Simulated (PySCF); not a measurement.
Species: C5H7F.
SMILES with atom numbers: `[CH2:1]=[CH:2]/[CH:3]=[CH:4]\[CH2:5][F:6]` (hydrogens: H7, H8 on C1; H9 on C2; H10 on C3; H11 on C4; H12, H13 on C5)

Cartesian coordinates in Å at the GFN2-xTB level; atoms count from 1:
```xyz
13
C5H7F angstrom
C      2.2529   -0.8142   -0.5984
C      0.9812   -0.4446   -0.4830
C      0.4517    0.1961    0.7005
C     -0.8138    0.5778    0.8696
C     -1.9086    0.4102   -0.1355
F     -3.0820    0.9395    0.3439
H      2.6317   -1.2908   -1.4858
H      2.9606   -0.6494    0.1976
H      0.2895   -0.6224   -1.2950
H      1.1609    0.3638    1.4998
H     -1.1283    1.0474    1.7900
H     -1.6911    0.9350   -1.0745
H     -2.1090   -0.6480   -0.3469
```

Computed with TDDFT CAM-B3LYP/def2-SVPD, vertical, gas phase, core orbitals frozen in the response in PySCF 2.14.0, density-fitted response routines.

Ground-to-excited transition dipoles (e·a0, same axes as the geometry; the sign carries no meaning), for the states with f of 0.002 or more among the lowest 8:

| state | E (eV) | μx | μy | μz |
| --- | --- | --- | --- | --- |
| S1 | 5.686 | 1.970 | -0.713 | -0.526 |
| S2 | 6.740 | -0.039 | -0.127 | 0.056 |
| S3 | 6.967 | 0.076 | 0.266 | -0.120 |
| S5 | 7.394 | 0.046 | 0.349 | -0.140 |
| S6 | 7.494 | 0.425 | -0.126 | -0.169 |
| S7 | 7.655 | -0.002 | 0.190 | -0.041 |
| S8 | 7.920 | 0.093 | -0.120 | -0.217 |

(1) Work out the oscillator strengths.

(2) What angle do the transition dipoles of S3 and S5 make?

(3) What peak molar absorption coefficient would the strongest computed level give as a lone Gaussian band 0.5 eV wide at half height?

## Answers

(1) f = (2/3) ΔE |μ|² with ΔE in hartree (27.2114 eV).

```csv
state,|μ|² (au),|μ| (D),f
S1,4.667,5.49,0.650
S2,0.021,0.37,0.003
S3,0.091,0.77,0.016
S5,0.143,0.96,0.026
S6,0.225,1.21,0.041
S7,0.038,0.49,0.007
S8,0.070,0.67,0.014
```

(2) |cos θ| = |μa·μb| / (|μa| |μb|) = 0.99, so θ ≈ 8° (taken between 0 and 90°, since the signs are arbitrary).

(3) ε(max) = 2.175×10⁸ f / FWHM, with the width in cm⁻¹. S1: 2.175×10⁸ × 0.6502 / 4033 ≈ 35000 L mol⁻¹ cm⁻¹.

One conformer stands for the species.
